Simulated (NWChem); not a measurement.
# Total energies of C (+1)

```
C
```
Charge +1, spin multiplicity 2.

Everything below was run with NWChem.

Basis set: 6-31G* (14 functions).

```tsv
method	total energy (Ha)
UHF	-37.28672
UMP2	-37.32942
UB2PLYP	-37.39893
UPBE	-37.36290
UB3LYP	-37.42567
UTPSS	-37.43517
```

Total energies of different functionals aren't comparable as a measure of quality: only differences taken within one method are. 

The correlated methods keep 1 core orbital frozen. B3LYP has NWChem's definition, with VWN1-RPA local correlation. The Pople sets run with spherical d functions. The stability of the SCF solutions was not checked. Open-shell Hartree-Fock references start from PBE0 orbitals.
